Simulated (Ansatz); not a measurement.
Consider the formal hydrolysis of a C–C bond: `CCC(F)Cl` + H₂O → `OC(F)Cl` + `CC`.

Gas-phase electronic energies from Ansatz, PBE0-D4/def2-TZVP geometries. CCSD(T)/CBS is the MP2 limit (def2-TZVPP, def2-QZVPP) plus CCSD(T) − MP2 in def2-TZVPP, frozen cores. This one scheme is used for every species. DFT in def2-TZVPP. Each species was taken in one conformer, which may not be the lowest.

`CCC(F)Cl`:

```xyz
11

C     1.138    0.002    0.708
C     0.261   -0.092   -0.530
C    -1.201    0.024   -0.192
F    -1.462    1.235    0.377
Cl   -2.212   -0.142   -1.649
H     1.002    0.957    1.216
H     0.909   -0.796    1.420
H     2.191   -0.090    0.435
H     0.409   -1.047   -1.041
H     0.504    0.697   -1.246
H    -1.540   -0.748    0.502
```

H₂O:

Z-matrix (Å, degrees):
```
O
H 1 0.960
H 1 0.960 2 105.1
```

`OC(F)Cl`:

Z-matrix (Å, degrees):
```
C
F 1 1.357
Cl 1 1.794 2 106.8
O 1 1.346 2 111.5 3 -123.2
H 1 1.088 2 109.3 3 116.1
H 4 0.965 1 109.3 2 64.5
```

`CC`:

Cartesian coordinates in Å:
```
C 0.235 0.621 -0.368
C -0.235 -0.621 0.368
H 1.253 0.895 -0.078
H 0.233 0.468 -1.450
H -0.408 1.478 -0.156
H -1.253 -0.895 0.078
H -0.233 -0.468 1.450
H 0.408 -1.478 0.156
```

| species | r2SCAN0-D4 energy (Eh) |
| --- | --- |
| `CCC(F)Cl` | -677.91224 |
| H₂O | -76.41199 |
| `OC(F)Cl` | -674.52368 |
| `CC` | -79.79630 |

(1) Work out ΔE.

Largest T1 diagnostic among the species: 0.011.

Results:

(1) ΔE = (-674.52368) + (-79.79630) − (-677.91224) − (-76.41199) = 0.00425 Eh = +11.2 kJ/mol. CCSD(T)/CBS gives +25.1 kJ/mol.

From r2SCAN to r2SCAN0 (25 % exact exchange), in def2-TZVPP and without D4, ΔE moves by +3.1 kJ/mol. The D4 term adds +6.4 kJ/mol with B3LYP and +3.7 kJ/mol with PBE0; it sums over pairs of atoms, weighted by their polarisabilities, and B3LYP, whose exchange is more repulsive, gets the larger term. In def2-TZVPP, CCSD(T) changes the Hartree–Fock value by +14.5 kJ/mol (the triples alone add +0.4 kJ/mol) and MP2 by +19.2 kJ/mol.

B3LYP here is the variant with VWN-RPA as its local correlation; programs differ in this.
